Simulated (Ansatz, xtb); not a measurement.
## CH4NS−: which of two isomers lies lower

We compare a, `CN[S-]`, a singlet, with b, `NC[S-]`, a singlet. Both are isolated ions in the gas phase, relaxed with PBE0-D3(BJ)/def2-SVPD; the shapes shown needn't be the lowest conformers.

a (Å):

| atom | x (Å) | y (Å) | z (Å) |
| --- | --- | --- | --- |
| C | 0.1449 | 0.5541 | 1.0650 |
| N | 0.5994 | -0.3125 | 0.0107 |
| S | 0.5054 | -2.0457 | 0.4550 |
| H | 0.1482 | 1.6086 | 0.7229 |
| H | 0.8336 | 0.4716 | 1.9212 |
| H | -0.8717 | 0.3080 | 1.4508 |
| H | -0.0105 | -0.1960 | -0.7932 |

b (Å):

```xyz
7

C     0.4499   -0.0952    0.2200
N    -0.0208    0.8658    1.2239
S    -0.0232   -1.8316    0.5114
H     0.3041    0.5084    2.1227
H    -1.0305    0.7311    1.2837
H     1.5487   -0.0020    0.1743
H     0.0668    0.2454   -0.7574
```

Quicker runs give these differences E(b) − E(a): GFN2-xTB −0.354 eV; HF/STO-3G −0.349 eV (at GFN2-xTB geometries); r2SCAN-D4/def2-SVPD −0.845 eV (at GFN2-xTB geometries).

Estimate E(b) − E(a) at the level CCSD(T)/def2-SVPD + ΔMP2/def2-TZVPPD.

Calculated at CCSD(T)/def2-SVPD + ΔMP2/def2-TZVPPD: E(b) − E(a) = −0.789 eV, so structure b lies lower.

How the difference moves with the method:

| level | geometry | E(b) − E(a) (eV) | departure from the last row (eV) | job, with rough time for the two |
| --- | --- | --- | --- | --- |
| GFN2-xTB | GFN2-xTB | −0.354 | +0.435 | optimisation, 0.076 s |
| HF/STO-3G | GFN2-xTB | −0.349 | +0.439 | single point, 0.2 s |
| r2SCAN-D4/def2-SVPD | GFN2-xTB | −0.845 | −0.056 | single point, 5.2 s |
| PBE0-D3(BJ)/def2-SVPD | PBE0-D3(BJ)/def2-SVPD | −0.846 | −0.058 | optimisation, 29 s |
| HF/def2-SVPD | PBE0-D3(BJ)/def2-SVPD | −0.809 | −0.021 | part of the CCSD(T) run |
| MP2/def2-SVPD | PBE0-D3(BJ)/def2-SVPD | −0.867 | −0.079 | part of the CCSD(T) run |
| CCSD(T)/def2-SVPD | PBE0-D3(BJ)/def2-SVPD | −0.814 | −0.025 | single point |
| CCSD(T)/def2-SVPD + ΔMP2/def2-TZVPPD | PBE0-D3(BJ)/def2-SVPD | −0.789 |  | single point, 27 s |

As drawn, b has 1 C–S, 1 N–H in place of 1 N–S, 1 C–H.

The levels shown agree on the order. The largest departure from CCSD(T)/def2-SVPD + ΔMP2/def2-TZVPPD is that of HF/STO-3G, 0.439 eV. The last row adds to CCSD(T) the change of the MP2 difference between the two basis sets, here +0.025 eV.

With harmonic frequencies from PBE0-D3(BJ)/def2-SVPD (ideal gas, rigid rotor, one conformer each, 400 K, 1 atm): on the last row, ΔE + ΔZPE = −0.752, ΔH = −0.754, ΔG = −0.752 eV.

The correlated steps freeze 7 core orbitals. Mirror images aren't counted in ΔG. Programs: Ansatz 0.2.0, xtb 6.7.1; the last row on 1 thread of Arm Neoverse V1 on a shared host.
